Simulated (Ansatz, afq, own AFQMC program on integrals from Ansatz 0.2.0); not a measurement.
AFQMC on a folder of integrals that Ansatz 0.2.0 wrote.

```yaml
crystal:
  periodic: [false, false, false]
  atoms:
    - {symbol: C, position_ang: [-1.947287, 0.000000, 0.000000]}
    - {symbol: H, position_ang: [-2.310493, 1.027301, 0.000000]}
    - {symbol: H, position_ang: [-2.310493, -0.513650, 0.889668]}
    - {symbol: H, position_ang: [-2.310493, -0.513650, -0.889669]}
    - {symbol: H, position_ang: [-0.665287, 0.000000, 0.000000]}
    - {symbol: N, position_ang: [1.728797, 0.000000, 0.000000]}
    - {symbol: C, position_ang: [0.568713, 0.000000, 0.000000]}
basis:
  gaussian: {orbitals: cc-pVDZ}
magnetization: {spin_polarized: true, initial_magnetization: 1}
correlation: {method: ccsd_t, electrons: outside_noble_gas, hamiltonian_folder: ham}
```

```sh
$ ansatz run in.yaml --threads 1 --pin off --events-out ev --progress --plain --max-ram 16896MiB --backend cuda --devices 0, --max-vram 18GiB
```

Options of the walk:

```
--method phaseless --trial cisd --walkers 4000 --populations 20 --least-time 60 --time-step 0.005 --steps-per-block 50 --equilibration-blocks 28 --max-blocks 4000 --target-error 0.00024 --factor-cut 1e-05 --start spin_pure --seed 8059 --release-times 0.24,0.51,0.99,1.5 --release-step 0.03 --release-every 4 --taylor-order 6
```

Times are imaginary, in 1/Eh. The walk had a cap of 232 s. With eight or more populations the least sampling time is a fifth of least-time, and the error comes from their spread.

afq prints:

```
orbitals 59  electrons 9 8  factors 472 of 575
reference energy -132.39727788 Eh
CCSD correlation -0.45668346 Eh in 13 cycles, weight of the determinant in the CISD state 0.7967
energy of the start -132.828791 Eh
 block  time / (1/Eh)  mean weight  energy / Eh
     1     0.250  0.9999  -132.832991
     2     0.500  1.0001  -132.845478
     3     0.750  0.9998  -132.855629
     4     1.000  0.9998  -132.862403
     5     1.250  0.9999  -132.866792
     9     2.250  1.0000  -132.872174
    15     3.750  1.0001  -132.870464
    23     5.750  1.0001  -132.871956
    31     7.750  1.0000  -132.872590
    39     9.750  1.0003  -132.873483
    47    11.750  1.0002  -132.873778
    55    13.750  0.9997  -132.870731
    63    15.750  1.0000  -132.875705
    71    17.750  0.9995  -132.874999
    73    18.250  1.0000  -132.877133
    79    19.750  1.0000  -132.872904
    87    21.750  1.0003  -132.872085
    95    23.750  1.0002  -132.872260
   103    25.750  1.0002  -132.874082
   111    27.750  1.0000  -132.870552
   117    29.250  0.9998  -132.872952
error from the spread of 20 populations
released: time / (1/Eh)  energy / Eh  error  mean overlap
  0.24  -132.873496  0.000224  0.9970
  0.51  -132.873749  0.000278  0.9962
  0.99  -132.873378  0.000343  0.9974
  1.50  -132.874057  0.000369  0.9935
energy -132.873334 +/- 0.000304 Eh
(rows thinned)
```

The run passed its tests (sampling time, drift between the halves within three errors, error under three times the target), which doesn't prove that it has relaxed, ending at its cap on processor time.

Against this walk (error 8.3 meV) on the same determinant: CCSD(T) 72.6 meV higher, CCSDT(Q) 13.0 meV lower (within the noise). The error is statistical and leaves out the bias of the constraint. The determinant has ⟨S²⟩ = 0.95, so the low cluster orders mix in higher spin (the high orders can go on to a lower state of that spin), while the walk starts as a pure doublet. None of these is a sure reference here. Released to 1.50 1/Eh the energy moves by -20 ± 13 meV (both errors), within twice the noise.

Cautions: constraint bias not in the error; error above the target (8.3 against 6.5 meV); unrestricted determinant spin contaminated (⟨S²⟩ 0.95 against 0.75).

The walk took 3.9 min on 1 × NVIDIA H100 80GB HBM3 with 2 threads of AMD EPYC 7R13 Processor (Zen 3) (shared host) (the card was shared). The log's last line is the phaseless energy.

CCSDT and higher add their correlation energy to the determinant of the CCSD(T) run, since their own runs factorise the integrals more tightly (a shift of under 2 meV). A walk keeps the symmetry of its determinant, which the program's search chose and which needn't be the lowest solution, so a lower state of the same spin and another symmetry isn't excluded.
